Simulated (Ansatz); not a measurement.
We consider α-N2, described by LDA (Ansatz, an electronic-structure program, PAW).

Numerical settings: plane-wave cutoff 520 eV, 6×6×6 k mesh, Fermi–Dirac smearing 0.01 eV, scalar-relativistic PAW data made under PBE.

Computed at the level's own relaxed cell.

```
CELL_PARAMETERS angstrom
      5.22356     0.00000     0.00000
      0.00000     5.22356     0.00000
      0.00000     0.00000     5.22356
ATOMIC_POSITIONS crystal
  N  0.93959 0.56041 0.43959
  N  0.43959 0.93959 0.56041
  N  0.93959 0.93959 0.93959
  N  0.06041 0.06041 0.06041
  N  0.56041 0.43959 0.93959
  N  0.56041 0.06041 0.43959
  N  0.43959 0.56041 0.06041
  N  0.06041 0.43959 0.56041
```

List the 26 lowest band energies at Γ above −25 eV (eV, relative to the valence band maximum), grouping those that round alike.

At Γ: -18.28, -18.15 (×3), -3.58 (×3), -3.15, -2.03 (×3), -1.78 (×2), -1.50, -1.45 (×3), -0.06 (×3), 6.87 (×3), 8.15 (×3).
